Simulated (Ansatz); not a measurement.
in.yaml

```yaml
crystal:
  periodic: [false, false, false]
  atoms:
    - {symbol: Al, position_ang: [0.000000, 0.000000, 0.008471]}
    - {symbol: O, position_ang: [0.000000, 0.000000, -1.585277]}
    - {symbol: H, position_ang: [0.000000, 0.000000, 1.576806]}
basis:
  gaussian: {orbitals: 6-31G}
total_charge: 1
magnetization: {spin_polarized: false, initial_magnetization: 1}
correlation: {method: ccsdtq, electrons: outside_noble_gas}
```

```sh
$ ansatz run in.yaml --threads 1 --pin off --events-out ev --progress --plain --max-ram 2393MiB
```

The program prints:

```
441 factors; integrals over basis functions are off by at most 2.2e-7 eV
mean field evaluation 1: about -8600.0541 eV, gradient 8.5e1 eV
mean field evaluation 2: about -8600.0692 eV, gradient 8.5e1 eV
mean field evaluation 4: about -8623.7509 eV, gradient 1.7e1 eV
mean field evaluation 8: about -8624.8298 eV, gradient 2.6e-1 eV
mean field evaluation 16: about -8600.0541 eV, gradient 8.5e1 eV
mean field evaluation 32: about -8623.9566 eV, gradient 1.4e-4 eV
mean field evaluation 64: about -8624.3985 eV, gradient 1.2e0 eV
mean field evaluation 96: about -8610.2704 eV, gradient 6.6e0 eV
mean field evaluation 128: about -8624.8293 eV, gradient 1.1e0 eV
mean field evaluation 160: about -8624.8352 eV, gradient 8.8e-5 eV
...
cycle  13  -3.57261524 eV  change   -2.7e-5 eV  update   8.4e-5
cycle  14  -3.57259712 eV  change    1.8e-5 eV  update   4.5e-5
cycle  15  -3.57259315 eV  change    4.0e-6 eV  update   2.8e-5
cycle  16  -3.57260172 eV  change   -8.6e-6 eV  update   1.4e-5
cycle  17  -3.57260412 eV  change   -2.4e-6 eV  update   9.5e-6
cycle  18  -3.57260680 eV  change   -2.7e-6 eV  update   7.4e-6
cycle  19  -3.57260922 eV  change   -2.4e-6 eV  update   4.8e-6
cycle  20  -3.57260943 eV  change   -2.1e-7 eV  update   2.3e-6
cycle  21  -3.57260862 eV  change    8.1e-7 eV  update   1.7e-6
cycle  22  -3.57260852 eV  change    1.0e-7 eV  update   6.5e-7
Total energy: -8628.40785435 eV, -317.0881401024 hartree
```

For the same geometry and basis full CI lies 0.3 meV higher.

Ran on 1 thread of AMD EPYC 7R43, shared host: 40 s wall, 0.31 GiB peak host memory.
